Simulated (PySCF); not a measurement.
Computed NMR parameters against published values

Atoms are numbered as in `[CH:1]#[C:2][C:3]#[CH:4]`. Each H is labelled by its parent atom.

What is known from experiment:  Coupling constants: ¹J(C1,C2) 190.3 Hz, ¹J(C2,C3) 153.4 Hz, ¹J(C1,H(C1)) 259.0 Hz.

Single conformer, relativity neglected, one averaged value for each set of equivalent atoms, in vacuum. J couplings at B3LYP/pcJ-1; coordinates at the GFN2-xTB level; shieldings: GIAO PBE0/pcSseg-1; PySCF.

Question: What does the calculation give, and how does it compare?

Answer: 
Coupling constants in Hz:
```tsv
coupling	reference	computed	source
¹J(C1,C2)	190.3	228.7	measured; solution (compiled); Pretsch, Buehlmann, Badertscher, Structure Determination of Organic Compounds, 4th ed., Springer 2009
¹J(C2,C3)	153.4	173.7	measured; solution (compiled); Pretsch, Buehlmann, Badertscher, Structure Determination of Organic Compounds, 4th ed., Springer 2009
¹J(C1,H(C1))	259.0	273.8	measured; liquid or solution (compiled); San Fabian, Garcia de la Vega, Suardiaz et al., Magn. Reson. Chem. 2013, 51, 775 (SI)
```
